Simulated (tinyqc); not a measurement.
UHF in the sto-3g basis, for BH, spin multiplicity 3, step by step. This run ends on a higher stationary point, not on the lowest solution. One step of it, computed by the program tinyqc.

Problem. Iteration 2: DIIS coefficients. Solve [B -1; -1 0][c; lambda] = [0; -1] for the coefficients, which sum to one.

B (overlaps of the stored error matrices):
```
[[9.5398963e-01, 3.2204374e-01],
 [3.2204374e-01, 1.1531842e-01]]
```

Give: DIIS coefficients.

Solution.

DIIS coefficients: [-0.4862, 1.4862]
